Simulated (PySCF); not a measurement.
# CHFO (formyl fluoride): levels of theory compared

Aim: a comparison of 5 runs (M06-2X/STO-6G, r2SCAN/STO-6G, BCCD(T)/STO-6G, CCSDTQ/STO-6G, QCISD(T)/STO-6G) of CHFO (formyl fluoride). Input form: a Python script.

Program for the calculation: PySCF 2.14.0.

4 further runs of the same task are left out: 4 set aside as unsound or not needed.

## (1) Starting point

CHFO has 4 atoms, charge 0, and is taken as a singlet. SMILES: `O=CF`. The shape is that of a PBE0-D4/def2-TZVP optimisation.

Bond lengths: O1–C2 1.174 Å, C2–F3 1.336 Å, C2–H4 1.097 Å. Angles: O1–C2–F3 122.9°, O1–C2–H4 127.8°, F3–C2–H4 109.3°.

## (2) The energy at M06-2X/STO-6G (run 1)

geometry.xyz reads:

```xyz
4

O     -0.889340     0.201180     0.827740
C     -0.046400     0.067520     0.021620
F      0.585200    -1.091810    -0.181820
H      0.350540     0.823120    -0.667550
```

job.py reads:

```python
from pyscf import gto, dft

mol = gto.Mole()
mol.atom = 'geometry.xyz'
mol.spin = 0
mol.max_memory = 1860
mol.charge = 0
mol.verbose = 4
mol.basis = 'sto-6g'
mol.build()

mf = dft.RKS(mol, xc='m06-2x')
mf.conv_tol = 1e-10
mf.grids.level = 5
mf.kernel()
if not mf.converged:
    mf = mf.newton().run(mf.mo_coeff, mf.mo_occ)

e_final = mf.e_tot
print(f'total energy: {e_final:.8f} hartree')
```

The run is started by

```
$ OMP_NUM_THREADS=1 python job.py
```

Output:

```text
PySCF version 2.14.0

[... 71 lines left out ...]
converged SCF energy = -212.72937320613
total energy: -212.72937321 hartree
```

Wall time 5.7 s (1 thread of Intel Xeon Platinum 8259CL at 2.50GHz (Skylake/Cascade Lake), shared host); peak memory 0.19 GiB.

## (3) A single-point energy at r2SCAN/STO-6G (run 2)

run.py reads:

```python
from pyscf import gto, dft

molecule = gto.M(
    atom='''
O     -1.680609     0.380175     1.564202
C     -0.087683     0.127594     0.040856
F      1.105868    -2.063222    -0.343590
H      0.662425     1.555471    -1.261487
''',
    basis='sto-6g',
    charge=0,
    unit='bohr',
    max_memory=1860,
    spin=0,
    verbose=4,
)

mf = dft.RKS(molecule)
mf.xc = 'r2scan'
mf.conv_tol = 1e-10
mf.grids.level = 5
mf.kernel()
if not mf.converged:
    mf = mf.newton().run(mf.mo_coeff, mf.mo_occ)

etot = mf.e_tot
print('E = %.10f Eh' % etot)
```

The run is started by

```
$ OMP_NUM_THREADS=1 python run.py
```

Output:

```text
PySCF version 2.14.0

[... 73 lines left out ...]
converged SCF energy = -212.738654499185
E = -212.7386544992 Eh
```

It took 5.7 s on 1 thread of Intel Xeon Platinum 8259CL at 2.50GHz (Skylake/Cascade Lake), shared host; peak memory 0.19 GiB.

## (4) A single-point energy at BCCD(T)/STO-6G (run 3)

run.py reads:

```python
from pyscf import gto, cc
from pyscf.cc.bccd import bccd_kernel_

molecule = gto.Mole()
molecule.atom = '''
O       -0.889340       0.201180       0.827740
C       -0.046400       0.067520       0.021620
F        0.585200      -1.091810      -0.181820
H        0.350540       0.823120      -0.667550
'''
molecule.verbose = 4
molecule.max_memory = 1860
molecule.spin = 0
molecule.basis = 'sto-6g'
molecule.build()

mf = molecule.RHF()
mf.conv_tol = 1e-10
mf.kernel()
if not mf.converged:
    mf = mf.newton().run(mf.mo_coeff, mf.mo_occ)

mycc = cc.CCSD(mf, frozen=3).run()
mycc = bccd_kernel_(mycc, diis=True)
e_t = mycc.ccsd_t()
energy = mycc.e_tot + e_t
print('E(%s) = %.9f' % ('BCCD(T)', energy))
```

The run is started by

```
$ OMP_NUM_THREADS=1 python run.py
```

Output:

```text
PySCF version 2.14.0

[... 58 lines left out ...]
converged SCF energy = -211.835178856187
[... 12 lines left out ...]
Init t2, MP2 energy = -211.967415625757  E_corr(MP2) -0.132236769569735
[... 12 lines left out ...]
CCSD converged
[... 25 lines left out ...]
CCSD converged
[... 24 lines left out ...]
CCSD converged
[... 22 lines left out ...]
CCSD converged
[... 3 lines left out ...]
******** <class 'pyscf.cc.ccsd.CCSD'> ********
CC2 = 0
CCSD nocc = 9, nmo = 13
frozen orbitals 3
max_cycle = 50
direct = 0
conv_tol = 1e-07
conv_tol_normt = 1e-05
diis_space = 6
diis_start_cycle = 0
diis_start_energy_diff = 1e+09
Init E_corr(CCSD) = -0.157459516508959
cycle = 1  E_corr(CCSD) = -0.157460394461743  dE = -8.77952784e-07  norm(t1,t2) = 0.000109456
cycle = 2  E_corr(CCSD) = -0.157459681157365  dE = 7.13304377e-07  norm(t1,t2) = 2.27001e-05
cycle = 3  E_corr(CCSD) = -0.157459924332422  dE = -2.43175057e-07  norm(t1,t2) = 1.47889e-05
cycle = 4  E_corr(CCSD) = -0.157459673264624  dE = 2.51067798e-07  norm(t1,t2) = 4.34935e-06
cycle = 5  E_corr(CCSD) = -0.157459796672341  dE = -1.23407717e-07  norm(t1,t2) = 1.11409e-06
cycle = 6  E_corr(CCSD) = -0.157459808090049  dE = -1.14177078e-08  norm(t1,t2) = 4.5908e-07
CCSD converged
E(CCSD) = -211.9875496697153  E_corr = -0.1574598080900488
BCC iter:    3  E:    -211.987549669715  dE:   -8.429e-08  |t1|:    3.051e-06
CCSD(T) correction = -0.00752522841615513
E(BCCD(T)) = -211.995074898
```

Run time: 1.6 s. Hardware: 1 thread of Intel Xeon Platinum 8259CL at 2.50GHz (Skylake/Cascade Lake), shared host; peak memory 0.12 GiB.

Run 4 isn't shown in full; the table further down has it.

## (5) The energy at QCISD(T)/STO-6G (run 5)

input.py reads:

```python
from pyscf import gto, cc

mol = gto.Mole()
mol.atom = '''
O       -0.889340       0.201180       0.827740
C       -0.046400       0.067520       0.021620
F        0.585200      -1.091810      -0.181820
H        0.350540       0.823120      -0.667550
'''
mol.max_memory = 1860
mol.spin = 0
mol.verbose = 4
mol.basis = 'sto-6g'
mol.build()

mf = mol.RHF()
mf.conv_tol = 1e-10
mf.kernel()
if not mf.converged:
    mf = mf.newton().run(mf.mo_coeff, mf.mo_occ)

mycc = cc.QCISD(mf, frozen=3)
mycc.kernel()
e_t = mycc.qcisd_t()
e_final = mycc.e_tot + e_t
print('E = %.10f Eh' % e_final)
```

The run is started by

```
$ OMP_NUM_THREADS=1 python input.py
```

Output:

```text
PySCF version 2.14.0

[... 58 lines left out ...]
converged SCF energy = -211.835178856187
[... 11 lines left out ...]
Init t2, MP2 energy = -211.967415625757  E_corr(MP2) -0.132236769569735
[... 12 lines left out ...]
QCISD converged
[... 2 lines left out ...]
E = -211.9959667859 Eh
```

Run time: 1.5 s. Hardware: 1 thread of Intel Xeon Platinum 8259CL at 2.50GHz (Skylake/Cascade Lake), shared host; peak memory 0.12 GiB.

## (6) The series

| run | level | integration grid | frozen core orbitals | energy (Eh) | dipole moment (D) of the reference | HOMO energy (eV) | LUMO energy (eV) | wall time |
| --- | --- | --- | --- | --- | --- | --- | --- | --- |
| 1 | M06-2X/STO-6G | 5 | – | -212.729373 | 1.37 | -7.64 | 3.91 | 5.7 s |
| 2 | r2SCAN/STO-6G | 5 | – | -212.738654 | 1.37 | -4.42 | 1.49 | 5.7 s |
| 3 | BCCD(T)/STO-6G | – | 3 | -211.995075 | – | – | – | 1.6 s |
| 4 | CCSDTQ/STO-6G | – | 3 | -211.996219 | 1.51 | -10.78 | 7.60 | 45 s |
| 5 | QCISD(T)/STO-6G | – | 3 | -211.995967 | 1.51 | -10.78 | 7.60 | 1.5 s |

## (7) Outcome

```
                                          quantity          value
                               run 5: total energy  -211.99597 Eh
       run 5: dipole moment (Hartree–Fock density)         1.51 D
        run 5: HOMO energy (Hartree–Fock orbitals)      -10.78 eV
        run 5: LUMO energy (Hartree–Fock orbitals)        7.60 eV
      run 5: HOMO–LUMO gap (Hartree–Fock orbitals)       18.38 eV
run 5: correlation energy (3 core orbitals frozen)     -160.8 mEh
                             run 5: (T) correction      -5.22 mEh
                              run 5: T1 diagnostic          0.014
```

Totals of different functionals can't be ranked against each other. In runs 1, 2, 3, 4, 5 the basis is minimal, so the values are rough. All runs together took 59 s, the longest 45 s.
